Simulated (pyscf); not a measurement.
**Routes from `[NH2][SiH]([Cl])[Cl]` + `[H]` [doublet]**

Candidate steps break at most two bonds and form at most two. Each was searched with GFN2-xTB (tblite) first. Structures and frequencies: ωB97X-D3(BJ)/def2-SVP in PySCF. Energies: ωB97M-D3(BJ)/def2-TZVP, eV, from the separated reactants, doublet surface.

| products | type | ΔE‡ | ΔE | ΔG‡ 298 K | ΔG‡ 900 K | ν‡ (cm⁻¹) |
|---|---|---|---|---|---|---|
| H₂N–Si•(Cl)–Cl + H₂ | hydrogen abstraction | 0.22 | -0.47 | 0.40 | 0.90 | 965i |
| •HN–SiH(Cl)–Cl + H₂ | hydrogen abstraction | 0.78 | +0.46 | 1.00 | 1.64 | 1178i |

Plain bond fissions and candidates not yet searched are not listed, and one of them may be faster. Each barrier is that of the saddle found; lower ones may exist.
